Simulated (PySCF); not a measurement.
Working out the ionisation energy of N

N [He] 2s2 2p3 (4S) → N⁺ [He] 2s2 2p2 (3P). Calculation: PySCF 2.14, in aug-cc-pVTZ-DK; scalar relativity by spin-free X2C-1e. Frozen: 1s2. Energies in hartree (1 hartree = 27.21139 eV):

```csv
part,N (lower),N⁺ (upper)
UHF,-54.430360,-53.919912
CCSD correlation,-0.113244,-0.092926
(T),-0.002557,-0.001631
```

What does Hartree-Fock give?

(-53.919912) − (-54.430360) = 0.510448 hartree = 13.890 eV.

What do CCSD and CCSD(T) give?

The CCSD correlation energies differ by 0.020318 hartree = 0.553 eV and the triples by 0.000926 hartree = 0.025 eV, so CCSD gives 14.443 eV and CCSD(T) 14.468 eV.

Measured between the centres of the two terms (NIST): 14.545 eV, so CCSD(T) (valence) is off by -0.077 eV.

What remains against the reference includes basis incompleteness, the frozen core and higher excitations.
